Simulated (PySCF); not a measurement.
Compound: hexane, C₆H₁₄.
Numbering: `[CH3:1][CH2:2][CH2:3][CH2:4][CH2:5][CH3:6]` (hydrogens: H7, H8, H9 on C1; H10, H11 on C2; H12, H13 on C3; H14, H15 on C4; H16, H17 on C5; H18, H19, H20 on C6)

Cartesian coordinates in Å at the PBE0-D3(BJ)/def2-TZVP level; atoms count from 1:
```xyz
20
C6H14 angstrom
C     -3.1039   -0.4555    0.5179
C     -1.7889    0.2985    0.6106
C     -0.6628   -0.3723   -0.1584
C      0.6583    0.3723   -0.0728
C      1.7847   -0.2996   -0.8404
C      3.0990    0.4560   -0.7508
H     -3.8941    0.0399    1.0865
H     -3.0020   -1.4725    0.9073
H     -3.4400   -0.5340   -0.5198
H     -1.9223    1.3197    0.2353
H     -1.4954    0.3997    1.6619
H     -0.5287   -1.3950    0.2162
H     -0.9544   -0.4743   -1.2114
H      0.9493    0.4759    0.9800
H      0.5244    1.3944   -0.4492
H      1.9193   -1.3196   -0.4623
H      1.4906   -0.4042   -1.8913
H      2.9960    1.4714   -1.1438
H      3.8896   -0.0409   -1.3177
H      3.4353    0.5386    0.2865
```

Computed with PySCF at wB97X-D/pcSseg-2, non-relativistic, on one gas-phase PBE0-D3(BJ)/def2-TZVP geometry that isn't relaxed in the solvent. The solvent is an IEF-PCM continuum (Bondi radii, 1.10 Å for H, scaled by 1.2). The model holds no explicit solvent molecules, cavitation or dispersion.

Gas phase at wB97X-D/pcSseg-2: HOMO -10.59 eV, LUMO 2.41 eV, dipole 0.00 D.

What does the continuum do to the energy, the frontier levels and the dipole at wB97X-D/pcSseg-2 in chloroform?

```csv
solvent,ε,E(solvent) − E(gas) (kcal/mol),polarisation term (kcal/mol),distortion of the solute (kcal/mol),HOMO (eV),LUMO (eV),dipole (D)
chloroform,4.711,-0.57,-0.59,0.02,-10.50,2.52,0.00
```

Polarisation term: ½ Σ q·V over the induced surface charges. Distortion: the rise of the solute's own energy as its density leaves the gas-phase optimum. Charge and dipole vanish, so a point-dipole model would give no lowering at all.

wB97X-D is run here without its empirical dispersion term; that term would change no orbital, density or response property at a fixed geometry.
